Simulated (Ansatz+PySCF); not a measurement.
## singlet HF: levels of theory in one basis

```yaml
atoms:
  - { symbol: H, position_ang: [0.0000, 0.0000, -1.6564] }
  - { symbol: F, position_ang: [0.0000, 0.0000, 0.1840] }
```

Basis set: cc-pVDZ (spherical functions). Correlated methods keep 1 orbital frozen. Charge 0, multiplicity 1.

Computed with Ansatz (development build ahead of 0.2.0); each method stands on the lowest determinant of its kind that the runs found. NEVPT2 correlates all electrons. Active spaces start from the frontier orbitals, and the lowest solution found is given.

```tsv
method	E − E(RHF) (eV)	<S²> of the determinant
RHF	0.00	0.00
UHF	-2.39	0.88
UHF-MP2	-6.42	0.88
RHF-CCSD	-7.11	–
RHF-CCSD(T)	-7.39	–
UHF-CCSD(T)	-7.26	0.88
RHF-CCSDT(Q)	-7.40	–
UHF-CCSDT(Q)	-7.40	0.88
full CI (lowest root of this spin)	-7.39	–
CASSCF(8,5)	-2.92	–
CASSCF(2,2)	-2.91	–
SC-NEVPT2(2,2)	-7.15	–
SC-NEVPT2(8,5)	-6.71	–
```

(1) What does RHF-MP2 give on the same scale?

(2) Is a single determinant a sound starting point here?

Results:

(1) -6.64 eV.

At such a shape the full CI root can have another spatial symmetry than the determinants, so the rows needn't describe one state.

(2) It is doubtful. Unrestricted orbitals lower Hartree–Fock by 2.39 eV and <S²> is 0.88 where a pure state has 0.00, a sign of strong static correlation. The CASSCF(8,5) natural occupations are 2.00, 2.00, 2.00, 1.61, 0.39. The CASSCF(2,2) natural occupations are 1.61, 0.39.

Caution for RHF, RHF-MP2, RHF-CCSD, RHF-CCSD(T), RHF-CCSDT(Q): an unrestricted determinant lies well below. Caution for UHF, UHF-MP2, UHF-CCSD(T), UHF-CCSDT(Q): the unrestricted determinant is a mixture of spin states. Caution for RHF-MP2, UHF-MP2, RHF-CCSD, RHF-CCSD(T), UHF-CCSD(T), RHF-CCSDT(Q), UHF-CCSDT(Q): large amplitudes, a single reference is doubtful. Caution for UHF-MP2, UHF-CCSD(T), UHF-CCSDT(Q): a plain start can end on a higher determinant. Caution for UHF-MP2, UHF-CCSD(T): another reference gives a lower total. Caution for RHF-CCSD(T), RHF-CCSDT(Q), UHF-CCSDT(Q): the amplitudes may be one of several solutions.
